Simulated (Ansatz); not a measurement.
hcp Ti, treated with LDA in Ansatz (plane waves, PAW).

The input as run:

Ansatz 0.2 input:
```yaml
crystal:
  lattice:
    - [1.4320623148, -2.4804046889, 0.0]
    - [1.4320623148, 2.4804046889, 0.0]
    - [0.0, 0.0, 4.5339200981]
  atoms:
    - { symbol: Ti, position: [0.3333333333, 0.6666666667, 0.25] }
    - { symbol: Ti, position: [0.6666666667, 0.3333333333, 0.75] }
basis:
  ecutwfc: 520
  ecutrho_ratio: 4
  xc_grid: 2
kpoints:
  mp_grid: { grid: [24, 24, 12] }
hamiltonian:
  xc: lda
  dispersion: none
  pseudopotentials: { kind: paw }
scf:
  occupations: { method: fermi_dirac, width: 0.05 }
  convergence: { dr2_threshold: 0.0000000002 }
output:
  forces: true
  stress: true
  eigenvalues: true
```

The run printed, among other lines:

```
Crystal: 2 atoms, lattice volume = 32.210 Å³
Basis set: ecut = 520 eV, 857 PW (Γ), exchange–correlation on 48×48×72 points (8 copies of the dense FFT grid, shifted against one another)
Bands: 16, of which v1, the nominal top of the filled ones, is band 12 counted from 1 (11 counted from 0)
Symmetry: 24 space group operations
Space group: P63/mmc (ITA 194), of the structure as read, at distance tolerance 3.2e-5 Å
k-points: 427 of 6912
Functional: x = slater, c = lda
SCF iter   1: F=—  HF=-4900.613918 eV  |F-HF|=—  |Δ(HF+E_count)|=         —  Δρ=6.99e-3  dr2=7.00e-3
SCF iter   2: F=—  HF=-4900.612088 eV  |F-HF|=—  |Δ(HF+E_count)|=   1.83e-3  Δρ=3.37e-3  dr2=1.49e-3
  ...
SCF iter   5: F=—  HF=-4900.611884 eV  |F-HF|=—  |Δ(HF+E_count)|=   4.56e-7  Δρ=6.91e-6  dr2=8.99e-9
SCF iter   6: F=-4900.611884 eV  HF=-4900.611884 eV  |F-HF|=4.46e-11  |Δ(HF+E_count)|=   1.23e-8  Δρ=5.42e-7  dr2=5.47e-11
SCF 1 converged in 6 iterations: F = -4900.611884 eV  dr2 = 5.47e-11
SCF converged after 6 iterations
Free energy (F): -4900.611884 eV
Internal energy: -4900.594902 eV  (E = F + TS)
E sigma→0 (E₀):  -4900.603393 eV
Fermi energy:    14.290061 eV
--- Forces (eV/Å), atoms counted from 1 ---
  atom   1  Ti    -0.00000000     0.00000000     0.00000000
  atom   2  Ti    -0.00000000    -0.00000000    -0.00000000
--- Stress (GPa, compression-positive) ---
        0.001807      -0.000000       0.000000
        0.000000       0.001807      -0.000000
        0.000000      -0.000000       0.000306
  P = ⅓ Tr σ = 0.0013 GPa (0.013 kbar)
```

The PAW data were made under PBE.

It cost about 10 core-seconds (a rough figure) of CPU time.

Ansatz is an electronic-structure program.
